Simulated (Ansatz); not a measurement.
A nudged elastic band was laid between two geometries of BH5N2 + H2 (10 atoms, charge 0, multiplicity 1).

The calculation used RKS B3LYP-D4/cc-pVDZ (Ansatz).

| Quantity | Value |
| --- | --- |
| movable images | 7 |
| climbing image | yes |
| spring | 5.0 eV/Å² |
| optimiser | quadratic models (default) |
| start path | through a guess of the saddle point |
| force threshold | 0.05 eV/Å |
| iteration limit | 60 |
| end points | relaxed |

Image 0:

```xyz
10
Properties=species:S:1:pos:R:3
B 0.125 -0.479 -0.051
N 0.061 -0.121 1.319
H -0.800 -0.166 1.846
H 0.873 0.050 1.900
N 1.338 -0.531 -0.772
H 2.247 -0.318 -0.379
H 1.369 -0.754 -1.757
H -0.904 -0.741 -0.627
H -0.412 3.168 1.950
H -0.322 2.448 1.710
```

Image 8:

```xyz
10
Properties=species:S:1:pos:R:3
B 0.102 0.550 -0.008
N -0.021 0.370 1.694
H -0.191 -0.611 1.929
H 0.866 0.628 2.133
N 1.247 -0.320 -0.403
H 1.017 -1.097 -1.017
H 2.044 0.165 -0.807
H -1.009 0.177 -0.378
H 0.284 1.759 -0.116
H -0.765 0.934 2.114
```

Which bonds break or form, and what moves?

Bonds broken: H9–H10. Bonds formed: B1–H9, N2–H10. BH5N2 + H2 becomes BH7N2.

What energy profile does the band end with?

It converged. The highest image is number 5 of 0 to 8, 207.0 kJ/mol above the first end and 149.4 kJ/mol above the last; the last end lies 57.6 kJ/mol above the first. The profile has 2 maxima (images 5, 7) with wells between them (image 6): this band takes more than one step, which may be the mechanism or a detour left from its start path. Neighbouring images differ by up to 1.5 eV, so the band resolves the path poorly. A vibrational analysis at the climbing image gives one clearly imaginary mode, 1526i cm⁻¹: a first-order saddle point. The orbitals stay closed-shell, which can raise the energy where a bond breaks towards radicals; this wasn't checked here.

```
image  path coordinate (Å)  energy (kJ/mol)  H9–H10 (Å)  B1–H9 (Å)  N2–H10 (Å)
    0                 0.00              0.0        0.76       4.19        2.63
    1                 0.75              0.7        0.76       3.88        2.63
    2                 1.51              2.5        0.76       3.50        2.64
    3                 2.26              8.9        0.76       2.90        2.48
    4                 3.02             58.1        0.77       2.19        1.96
    5                 3.77            207.0        1.06       1.49        1.29
    6                 5.43             58.8        2.46       1.23        1.02
    7                 7.09             91.7        2.42       1.23        1.02
    8                 8.75             57.6        2.60       1.23        1.02
```

What is the geometry of the highest image?


```xyz
10
Properties=species:S:1:pos:R:3:forces:R:3
B 0.043 0.299 0.143 0.00 0.00 0.00
N -0.039 0.133 1.722 0.00 0.00 0.00
H -0.824 -0.399 2.096 0.00 0.00 0.00
H 0.829 -0.142 2.179 0.00 0.00 0.00
N 1.181 -0.307 -0.518 0.00 0.00 0.00
H 2.112 -0.119 -0.154 0.00 0.00 0.00
H 1.203 -0.234 -1.532 0.00 0.00 0.00
H -1.040 0.199 -0.385 0.00 0.00 0.00
H 0.135 1.780 0.317 0.00 0.00 0.00
H -0.026 1.345 1.273 0.00 0.00 0.00
```

Run time: 7 min on 1 thread of Intel(R) Xeon(R) 6975P-C (Granite Rapids), with other jobs on the host, peak memory 0.16 GiB.
